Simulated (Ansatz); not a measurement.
System: antiferromagnetic (type II) rock-salt MnS. Method: PBE (Ansatz, a quantum-chemistry and plane-wave program, plane waves, PAW).

Settings: plane-wave cutoff 520 eV, 10×10×10 k mesh, Fermi–Dirac smearing 0.01 eV, spin-polarised with opposed moments, scalar-relativistic PAW data made under PBE.

Shape and atoms are relaxed at each volume.

Pressure at four volumes; x = ln(V/16.893 Å³). One pressure is withheld.

| V (Å³/atom) | x | P (GPa) |
|---|---|---|
| 16.217 | -0.0408 | 3.38 |
| 16.893 | 0.0000 | -0.01 |
| 17.230 | 0.0198 | -1.48 |
| 17.568 | 0.0392 | ? |

### Question
Pass a parabola P(x) through the three rows shown, estimate the bulk modulus and its pressure derivative near zero pressure, and predict the withheld pressure.

### Answer
Slopes between the rows: (-0.01 − (3.38))/(0.0000 − (-0.0408)) = -83.09 and (-1.48 − (-0.01))/(0.0198 − (0.0000)) = -74.24 GPa. Their difference over the span 0.0606 is c = 8.85/0.0606 = 146.0 GPa, so P(x) = 3.38 + (-83.09)(x − (-0.0408)) + 146.0 (x − (-0.0408))(x − (0.0000)). At the middle row B = −dP/dx = −[-83.09 + 146.0 × 0.0408] = 77.1 GPa, and B′ = dB/dP = 2c/B = 3.8. At x = 0.0392 the parabola gives -2.81 GPa; the run gives -2.82 GPa. The Birch–Murnaghan fit to the energies at all volumes has B0 = 77.1 GPa and B′ = 3.6.

Measured, for comparison: bulk modulus 75 ± 2 GPa (room temperature, not corrected to a static lattice, sources range from 72.0 to 88.0; as tabulated in Sweeney, Heinz, compression of alpha-MnS (alabandite), Phys. Chem. Miner. 20 …). Computed less measured: bulk modulus +2.8 % (inside the range of the sources held). A static lattice is as a rule a little smaller and stiffer than an uncorrected measurement, which can account for part of this in the bulk modulus.
